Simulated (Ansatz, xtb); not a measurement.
## H2MgOSi: which of two isomers lies lower

Structure a: `[O]1[Mg][SiH2]1`, a singlet. Structure b: `[MgH][O][SiH]`, a singlet. Both are isolated molecules in the gas phase, relaxed with B3LYP-D3(BJ)/def2-SVP; the shapes shown needn't be the lowest conformers.

a (Å):

```xyz
5

Mg   -1.4879    1.2530   -1.8464
O     0.1112    1.9576   -1.0212
Si   -0.0804    1.0416    0.3031
H    -0.4315    1.6841    1.6079
H     0.8749   -0.0762    0.5794
```

b (Å):

```yaml
atoms:
  - { symbol: Mg, position_ang: [-0.7695, -0.0220, -0.9307] }
  - { symbol: O, position_ang: [0.5273, 0.5152, 0.2243] }
  - { symbol: Si, position_ang: [1.7524, 0.9027, 1.2558] }
  - { symbol: H, position_ang: [1.3074, 2.3436, 1.6668] }
  - { symbol: H, position_ang: [-1.9591, -0.5376, -2.0015] }
```

Q: Estimate which is lower in electronic energy at CCSD(T)/def2-TZVPP, and by roughly how much.

A: The CCSD(T)/def2-TZVPP calculation puts structure b lower, by 9.0 kcal/mol.

The same difference at several levels:

| level | geometry | E(b) − E(a) (kcal/mol) | departure from the last row (kcal/mol) | job, with rough time for the two |
| --- | --- | --- | --- | --- |
| GFN2-xTB | GFN2-xTB | −5.8 | +3.2 | optimisation, 0.12 s |
| HF/STO-3G | GFN2-xTB | −100.1 | −91.1 | single point, 0.18 s |
| r2SCAN-D4/def2-SVP | GFN2-xTB | −7.6 | +1.4 | single point, 3 s |
| B3LYP-D3(BJ)/def2-SVP | B3LYP-D3(BJ)/def2-SVP | −16.1 | −7.1 | optimisation, 17 s |
| HF/def2-TZVPP | B3LYP-D3(BJ)/def2-SVP | −21.7 | −12.7 | part of the CCSD(T) run |
| MP2/def2-TZVPP | B3LYP-D3(BJ)/def2-SVP | −10.1 | −1.1 | part of the CCSD(T) run |
| CCSD(T)/def2-TZVPP | B3LYP-D3(BJ)/def2-SVP | −9.0 |  | single point, 40 s |

As drawn, b has 1 Mg–H in place of 1 Mg–Si, 1 Si–H. Structure a has a 3-membered ring, b no ring.

None of the levels shown reverses the order. The largest departure from CCSD(T)/def2-TZVPP is that of HF/STO-3G, 91.1 kcal/mol.

With harmonic frequencies from B3LYP-D3(BJ)/def2-SVP (ideal gas, rigid rotor, one conformer each, 298.15 K, 1 atm): the zero-point term adds −2.6 kcal/mol; ΔH is −11.0 and ΔG −12.2 kcal/mol.

The correlated steps freeze 7 core orbitals; the last core shell of Mg is correlated, in a basis made for valence electrons. Codes used: Ansatz 0.2.0, xtb 6.7.1; the last row on 1 thread of Arm Neoverse V2 on a shared host.
